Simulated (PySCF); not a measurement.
Simulated absorption spectrum

Compound: C5H8O.
SMILES: `O=C(C=C)CC`

The calculation used PySCF, TDDFT wB97X-D/def2-SVPD, vertical, gas phase, core orbitals frozen in the response. One conformer (not necessarily the lowest) at the GFN2-xTB geometry, without solvent, vibrations or thermal averaging. Torsions of this conformer, `[CH2:1]=[CH:2][C:3](=[O:4])[CH2:5][CH3:6]`: C1–C2–C3–O4 4°, C2–C3–C5–C6 -179°.

Each state is given a Gaussian of 0.5 eV full width at half maximum, with ε(max) = 2.175×10⁸ f / Δν̃ (Δν̃ the width in cm⁻¹). The width is an assumption, not a result. The curve ends short of the highest state used, and states not computed would add to its high-energy end.

(E (eV), ε (L mol⁻¹ cm⁻¹)): (3.13, 0), (3.32, 0), (3.51, 0), (3.70, 1), (3.89, 2), (4.08, 1), (4.27, 0), (4.46, 0), (4.65, 0), (4.84, 0), (5.03, 0), (5.22, 1), (5.41, 32), (5.60, 501), (5.79, 3536), (5.98, 11216), (6.17, 15974), (6.35, 10668), (6.54, 3195), (6.73, 430), (6.92, 39), (7.11, 112), (7.30, 501), (7.49, 1550)

Question: Locate the maxima and give the states behind the curve.

Answer: 201 nm (6.16 eV), ε about 16000, made up of S2 (100%) (ε in L mol⁻¹ cm⁻¹; maxima over ε = 5, shares over 10%). At its high-energy end, 7.49 eV, the curve is still rising (ε about 1500, from S4, S5 and S6). The states used: S1 3.88 eV (f 0.0000); S2 6.16 eV (f 0.297); S3 7.23 eV (f 0.0000); S4 7.49 eV (f 0.0073); S5 7.54 eV (f 0.0031); S6 7.84 eV (f 0.066); S7 7.87 eV (f 0.0095); S8 8.09 eV (f 0.0015).

Question: Coming from long wavelengths, where does ε first pass 100 L mol⁻¹ cm⁻¹?

Answer: At about 226 nm (5.49 eV), 1.60 eV above S1.

Question: On this curve, what absorbance would a 10⁻⁴ mol/L sample give at 222 nm over a 1 cm path?

Answer: 222 nm is 5.585 eV, where ε is about 410 L mol⁻¹ cm⁻¹, so A = ε c l ≈ 0.041 (Beer–Lambert, with the gas-phase spectrum and the assumed width).

Question: What would ε be at 6.16 eV, the highest of these maxima, with half the width (0.25 eV)?

Answer: About 32000 L mol⁻¹ cm⁻¹ against 16000, a factor of about 2.00; a lone state at its own centre would give exactly 2.
